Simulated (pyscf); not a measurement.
A first-order saddle from PySCF, ωB97X-D3(BJ)/def2-SVP:

```xyz
13

C     -1.4047    -1.4690    -1.0329
Al    -0.8379    -0.5920     0.6141
H     -0.5450    -1.8920    -1.5818
H     -1.9249    -0.7747    -1.7134
H     -2.0918    -2.3074    -0.8243
H     -2.0837     0.4716     1.2722
H     -0.0439    -1.3130     1.7844
O     -0.2339     1.1870     0.3824
Si     1.0650     2.2435     0.5362
H     -1.2923     1.1526     0.9221
H      0.8193     3.4471    -0.3022
H      1.2204     2.6504     1.9601
H      2.2839     1.5284     0.0706
```

Surface: singlet, charge 0. Lowest wavenumbers (cm⁻¹): 1272i, 38, 46, 82, 112.

**Question.** Name the species on either side of this saddle.

**Answer.** `[CH3][AlH2]` + `[OH][SiH3]` <-> `[CH3][AlH][O][SiH3]` + `[H][H]`, a four-centre exchange read from left to right: Al–H, H–O broken and Al–O, H–H formed. At ωB97M-D3(BJ)/def2-TZVP it lies -7.9 kcal/mol from the left side and +27.8 kcal/mol from the right (each side as separated species at their lowest minima found). On the reactant side the descent ends in an adduct with a Al–O contact, 22.5 kcal/mol under the separated species and 12.9 kcal/mol under the saddle at ωB97X-D3(BJ)/def2-TZVP. At ωB97M-D3(BJ) the saddle lies under the separated reactants, which points to a path from their complex (located at ωB97X-D3(BJ) alone). What is counted as formed (Al–O) is already present as a longer contact in the reactant adduct; forming that adduct is a step of its own. At the saddle there is also a short Al–H contact that neither side keeps. This is the saddle that the search found; another between the same sides may lie lower.
